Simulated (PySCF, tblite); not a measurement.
# C5H13P: a rotation path, then NMR shifts on frames, part 2 of 2

tblite 0.8.0 and PySCF 2.14.0. Atoms count from 0. Earlier steps stand in the parts before.

## 5. Shielding tensors: image 4, PBE0/pcSseg-1

The job: settings as JSON, then the geometry in Å.

```
{"job": {"kind": "nmr", "xc": "PBE0", "basis": "pcSseg-1", "pop": false}, "charge": 0, "multiplicity": 1}
C     -1.964600    -1.079600     0.968900
C     -1.645400    -0.095300    -0.150900
C     -0.145300     0.237700    -0.321800
C      0.105500     1.732900    -0.129700
P      0.950300    -0.734200     0.865800
C      2.620200    -0.261600     0.219300
H     -3.036200    -1.267700     1.006700
H     -1.459000    -2.029900     0.808300
H     -1.648100    -0.678900     1.929000
H     -2.189100     0.831000     0.047700
H     -2.031500    -0.499500    -1.089800
H      0.168900    -0.032600    -1.338000
H     -0.530600     2.310300    -0.799300
H      1.141400     1.986700    -0.346800
H     -0.114900     2.026300     0.895300
H      0.883500    -1.921200     0.120200
H      2.646800    -0.214700    -0.868500
H      3.331700    -1.005500     0.576200
H      2.906700     0.705000     0.630000
```

Level: GIAO PBE0/pcSseg-1 NMR shielding, non-relativistic, gas phase.

The program printed:

```text
coarse grid: 15120 points
cycle   1  E = -539.1932029856  dE =  2.970e-01  |g| = 4.276e-01  |ddm| = 3.665e+00
cycle   2  E = -539.1822702305  dE =  1.093e-02  |g| = 4.798e-01  |ddm| = 7.912e-01
cycle   3  E = -539.2426013209  dE = -6.033e-02  |g| = 3.888e-02  |ddm| = 4.407e-01
cycle   4  E = -539.2428797330  dE = -2.784e-04  |g| = 2.268e-02  |ddm| = 7.593e-02
cycle   5  E = -539.2430074897  dE = -1.278e-04  |g| = 4.171e-03  |ddm| = 2.461e-02
cycle   6  E = -539.2430117644  dE = -4.275e-06  |g| = 1.148e-03  |ddm| = 6.083e-03
final grid: 137808 points
cycle   7  E = -539.2813986680  dE = -4.754e-05  |g| = 9.724e-03  |ddm| = 3.611e-02
cycle   8  E = -539.2813882922  dE =  1.038e-05  |g| = 1.163e-02  |ddm| = 1.819e-02
cycle   9  E = -539.2814230214  dE = -3.473e-05  |g| = 6.329e-04  |ddm| = 1.045e-02
cycle  10  E = -539.2814231148  dE = -9.339e-08  |g| = 2.558e-04  |ddm| = 1.029e-03
cycle  11  E = -539.2814231306  dE = -1.579e-08  |g| = 4.991e-05  |ddm| = 2.255e-04
cycle  12  E = -539.2814231312  dE = -5.950e-10  |g| = 1.706e-05  |ddm| = 6.738e-05
converged SCF energy = -539.2814231312

GIAO shielding tensors (ppm)
atom      isotropic    diamagn.    paramagn.     s11        s22        s33       span
  0 C      172.772     248.001     -75.229    161.912    175.195    181.209     19.297
  1 C      156.982     246.397     -89.415    135.746    156.030    179.172     43.426
  2 C      154.367     252.389     -98.021    129.130    160.744    173.229     44.099
  3 C      164.456     249.012     -84.557    148.390    161.803    183.174     34.785
  4 P      430.378     967.815    -537.437    368.959    424.495    497.681    128.723
  5 C      179.600     253.697     -74.097    168.490    180.329    189.982     21.492
  6 H       30.832      27.869       2.964     25.881     27.807     38.808     12.927
  7 H       30.738      30.899      -0.162     25.544     31.098     35.570     10.027
  8 H       30.162      30.259      -0.097     25.409     30.056     35.022      9.613
  9 H       30.496      31.744      -1.248     25.137     30.883     35.467     10.330
 10 H       29.637      31.342      -1.705     24.401     28.520     35.989     11.587
 11 H       29.445      34.890      -5.445     26.221     27.591     34.523      8.301
 12 H       30.534      31.049      -0.516     26.157     27.940     37.504     11.347
 13 H       30.682      32.226      -1.544     24.494     30.753     36.799     12.305
 14 H       30.890      31.500      -0.610     27.581     28.780     36.310      8.729
 15 H       28.422      32.223      -3.801     22.902     28.164     34.199     11.297
 16 H       30.558      31.950      -1.392     25.797     28.563     37.314     11.516
 17 H       30.638      29.218       1.419     25.644     27.532     38.736     13.092
 18 H       30.799      31.149      -0.350     26.100     29.091     37.205     11.105
```

Run time: 47 s. Hardware: 1 thread of Intel Xeon at 2.50GHz, shared host; peak memory 0.96 GiB.

Key values: δ C2 32.6, C1 29.9, C3 22.5, C0 14.2, H15 3.29, H11 2.27 ppm.

## 6. Shielding tensors: image 6, PBE0/pcSseg-1

The job: settings as JSON, then the geometry in Å.

```
{"job": {"kind": "nmr", "xc": "PBE0", "basis": "pcSseg-1", "pop": false}, "charge": 0, "multiplicity": 1}
C     -2.003300    -0.805900     1.071300
C     -1.591100    -0.256600    -0.289000
C     -0.125100     0.201700    -0.363600
C      0.041700     1.649300     0.091200
P      0.987500    -0.918600     0.661200
C      2.644800    -0.286900     0.130800
H     -3.056400    -1.080800     1.063100
H     -1.420300    -1.695000     1.308700
H     -1.839700    -0.071000     1.854800
H     -2.232200     0.592700    -0.541700
H     -1.763900    -1.031500    -1.040500
H      0.205200     0.134500    -1.408900
H     -0.601700     2.304900    -0.494200
H      1.070100     1.978700    -0.046400
H     -0.216600     1.756200     1.142300
H      0.941300    -1.971800    -0.267600
H      2.686300    -0.053300    -0.932300
H      3.387600    -1.044600     0.376000
H      2.876200     0.607300     0.707800
```

Level: GIAO PBE0/pcSseg-1 NMR shielding, non-relativistic, gas phase.

The program printed:

```text
coarse grid: 15120 points
cycle   1  E = -539.1974158855  dE =  3.006e-01  |g| = 4.306e-01  |ddm| = 3.652e+00
cycle   2  E = -539.1847142140  dE =  1.270e-02  |g| = 4.898e-01  |ddm| = 8.025e-01
cycle   3  E = -539.2474638224  dE = -6.275e-02  |g| = 4.067e-02  |ddm| = 4.508e-01
cycle   4  E = -539.2477794459  dE = -3.156e-04  |g| = 2.233e-02  |ddm| = 7.659e-02
cycle   5  E = -539.2479021215  dE = -1.227e-04  |g| = 4.605e-03  |ddm| = 2.420e-02
cycle   6  E = -539.2479073868  dE = -5.265e-06  |g| = 1.114e-03  |ddm| = 6.486e-03
final grid: 137808 points
cycle   7  E = -539.2861836014  dE = -4.372e-05  |g| = 9.690e-03  |ddm| = 3.222e-02
cycle   8  E = -539.2861725511  dE =  1.105e-05  |g| = 1.171e-02  |ddm| = 1.823e-02
cycle   9  E = -539.2862077412  dE = -3.519e-05  |g| = 6.836e-04  |ddm| = 1.067e-02
cycle  10  E = -539.2862078530  dE = -1.117e-07  |g| = 2.444e-04  |ddm| = 1.037e-03
cycle  11  E = -539.2862078673  dE = -1.439e-08  |g| = 5.086e-05  |ddm| = 2.297e-04
cycle  12  E = -539.2862078680  dE = -6.547e-10  |g| = 1.616e-05  |ddm| = 7.810e-05
converged SCF energy = -539.2862078680

GIAO shielding tensors (ppm)
atom      isotropic    diamagn.    paramagn.     s11        s22        s33       span
  0 C      172.502     247.732     -75.231    165.397    175.139    176.970     11.573
  1 C      155.447     246.920     -91.472    139.369    152.830    174.142     34.773
  2 C      151.589     252.307    -100.717    128.945    157.841    167.981     39.036
  3 C      167.679     249.193     -81.514    149.889    166.133    187.014     37.124
  4 P      427.972     967.851    -539.879    367.781    425.636    490.499    122.718
  5 C      179.992     253.434     -73.442    168.936    181.045    189.994     21.059
  6 H       30.794      28.025       2.768     26.094     27.763     38.524     12.430
  7 H       30.343      30.301       0.043     24.082     31.703     35.246     11.164
  8 H       30.778      30.399       0.378     26.232     30.015     36.086      9.853
  9 H       30.256      31.722      -1.466     25.387     29.236     36.147     10.759
 10 H       29.794      31.678      -1.885     24.886     28.383     36.112     11.227
 11 H       29.500      34.839      -5.339     26.557     27.162     34.782      8.225
 12 H       30.672      31.178      -0.506     26.230     27.758     38.028     11.798
 13 H       30.585      32.331      -1.746     24.434     30.864     36.457     12.023
 14 H       30.679      31.613      -0.934     27.039     29.087     35.909      8.870
 15 H       28.506      32.016      -3.510     23.419     27.616     34.483     11.064
 16 H       30.474      31.741      -1.267     25.571     28.491     37.361     11.791
 17 H       30.618      29.079       1.540     25.614     27.471     38.771     13.157
 18 H       30.763      31.201      -0.437     26.062     29.140     37.088     11.026
```

Wall time 50 s (1 thread of Intel Xeon at 2.50GHz, shared host); peak memory 0.83 GiB.

In short: δ C2 35.3, C1 31.5, C3 19.2, C0 14.4, H15 3.21, H11 2.22 ppm.

## 7. Shielding tensors: image 8, PBE0/pcSseg-1

The job: settings as JSON, then the geometry in Å.

```
{"job": {"kind": "nmr", "xc": "PBE0", "basis": "pcSseg-1", "pop": false}, "charge": 0, "multiplicity": 1}
C     -2.117700    -0.559100     1.033200
C     -1.488500    -0.385800    -0.343100
C     -0.073500     0.198600    -0.301800
C     -0.030500     1.572700     0.360300
P      1.088500    -0.976200     0.594900
C      2.704000    -0.337400    -0.047800
H     -3.070600    -1.077300     0.948700
H     -1.458200    -1.144900     1.672200
H     -2.295300     0.403700     1.505100
H     -2.120900     0.265800    -0.953700
H     -1.445900    -1.361000    -0.837600
H      0.281800     0.293200    -1.337500
H     -0.783300     2.228800    -0.074000
H      0.945200     2.034600     0.221900
H     -0.215800     1.490400     1.429100
H      0.966200    -1.989900    -0.370100
H      2.658100    -0.112900    -1.112300
H      3.465300    -1.094200     0.132500
H      2.981200     0.560000     0.503000
```

Level: GIAO PBE0/pcSseg-1 NMR shielding, non-relativistic, gas phase.

The program printed:

```text
coarse grid: 15120 points
cycle   1  E = -539.2008819249  dE =  3.000e-01  |g| = 4.326e-01  |ddm| = 3.643e+00
cycle   2  E = -539.1870379060  dE =  1.384e-02  |g| = 4.958e-01  |ddm| = 8.043e-01
cycle   3  E = -539.2512910191  dE = -6.425e-02  |g| = 4.107e-02  |ddm| = 4.530e-01
cycle   4  E = -539.2516142442  dE = -3.232e-04  |g| = 2.216e-02  |ddm| = 7.531e-02
cycle   5  E = -539.2517343341  dE = -1.201e-04  |g| = 4.750e-03  |ddm| = 2.391e-02
cycle   6  E = -539.2517399401  dE = -5.606e-06  |g| = 1.132e-03  |ddm| = 6.533e-03
final grid: 137808 points
cycle   7  E = -539.2896344880  dE = -4.573e-05  |g| = 9.792e-03  |ddm| = 3.272e-02
cycle   8  E = -539.2896225078  dE =  1.198e-05  |g| = 1.194e-02  |ddm| = 1.821e-02
cycle   9  E = -539.2896591223  dE = -3.661e-05  |g| = 6.953e-04  |ddm| = 1.083e-02
cycle  10  E = -539.2896592344  dE = -1.121e-07  |g| = 2.571e-04  |ddm| = 1.011e-03
cycle  11  E = -539.2896592504  dE = -1.597e-08  |g| = 5.080e-05  |ddm| = 2.448e-04
cycle  12  E = -539.2896592510  dE = -6.414e-10  |g| = 1.638e-05  |ddm| = 7.632e-05
converged SCF energy = -539.2896592510

GIAO shielding tensors (ppm)
atom      isotropic    diamagn.    paramagn.     s11        s22        s33       span
  0 C      175.680     248.026     -72.346    167.506    175.389    184.146     16.639
  1 C      153.646     247.387     -93.741    140.660    150.332    169.947     29.287
  2 C      148.157     252.407    -104.250    126.382    155.493    162.596     36.214
  3 C      169.214     249.272     -80.059    153.547    167.180    186.913     33.366
  4 P      415.387     967.814    -552.427    366.051    392.526    487.585    121.534
  5 C      178.770     253.153     -74.383    165.654    180.865    189.791     24.137
  6 H       30.820      28.292       2.529     26.244     27.739     38.478     12.234
  7 H       30.359      30.275       0.084     24.270     31.517     35.290     11.020
  8 H       30.700      30.350       0.350     25.735     30.145     36.219     10.484
  9 H       29.991      31.611      -1.620     25.060     28.438     36.474     11.414
 10 H       30.041      32.326      -2.285     25.349     28.980     35.794     10.445
 11 H       29.599      35.058      -5.460     26.443     27.837     34.516      8.073
 12 H       30.706      31.303      -0.597     26.284     27.779     38.056     11.772
 13 H       30.516      32.043      -1.527     24.893     30.096     36.558     11.665
 14 H       30.620      31.807      -1.186     27.106     29.280     35.474      8.369
 15 H       28.559      32.158      -3.599     23.406     27.984     34.287     10.881
 16 H       30.401      31.774      -1.373     25.509     28.557     37.136     11.627
 17 H       30.562      28.940       1.621     25.585     27.369     38.730     13.144
 18 H       30.682      31.063      -0.381     25.950     29.088     37.008     11.058
```

Wall time 55 s (1 thread of Intel Xeon at 2.50GHz, shared host); peak memory 0.85 GiB.

In short: δ C2 38.8, C1 33.3, C3 17.7, C0 11.2, H15 3.16, H11 2.12 ppm.

## 8. Comparing the runs: NMR shifts

Shifts (ppm) of some atoms, chosen among heavy atoms and hydrogens apart, with basis size and wall time:

| frame | C2 | C1 | C3 | C0 | H8 | H7 | P4 | functions | time |
| --- | --- | --- | --- | --- | --- | --- | --- | --- | --- |
| image 0 | 38.1 | 34.6 | 21.4 | 16.0 | 1.10 | 0.76 | -106.6 | 174 | 55 s |
| image 2 | 35.3 | 31.8 | 22.2 | 14.2 | 1.52 | 0.95 | -110.9 | 174 | 51 s |
| image 4 | 32.6 | 29.9 | 22.5 | 14.2 | 1.55 | 0.98 | -112.0 | 174 | 47 s |
| image 6 | 35.3 | 31.5 | 19.2 | 14.4 | 0.94 | 1.37 | -109.6 | 174 | 50 s |
| image 8 | 38.8 | 33.3 | 17.7 | 11.2 | 1.02 | 1.36 | -97.0 | 174 | 55 s |

## 9. Summary of results

What follows sums up all 2 parts.

| quantity | value |
| --- | --- |
| barrier | 0.148 eV (3.4 kcal/mol) at image 4 |
| end to end (GFN2-xTB) | -0.011 eV |
| ¹³C shifts against TMS (PBE0/pcSseg-1, image 0) | 38.1, 34.6, 21.4, 16.0, 7.0 ppm |
| ¹H shifts against TMS (PBE0/pcSseg-1, image 0) | 3.46, 1.72, 1.64, 1.26, 1.23, 1.18, 1.18, 1.18, 1.10, 1.10, 1.08, 0.76, 0.76 ppm |
| ³¹P shifts against H3PO4 (PBE0/pcSseg-1, image 0) | -106.6 ppm |
| range of the shift of P4 | -112.0 to -97.0 ppm |

**Reading.** Along the band the dihedral turns by 125°, and the top (dihedral 3°) lies 3.4 kcal/mol above the start (GFN2-xTB, rough), so at room temperature this motion is fast. Ends this close can change order at a higher level. The top was not checked by a frequency run. Shifts at one fixed geometry are not the observed spectrum, which averages over the motion. In the first frame run (image 0): The largest span, 121 ppm, is at P4, where the paramagnetic term is -543 ppm. Across the 5 runs the shift of P4 moves most, between -112.0 (image 4) and -97.0 ppm (image 8).
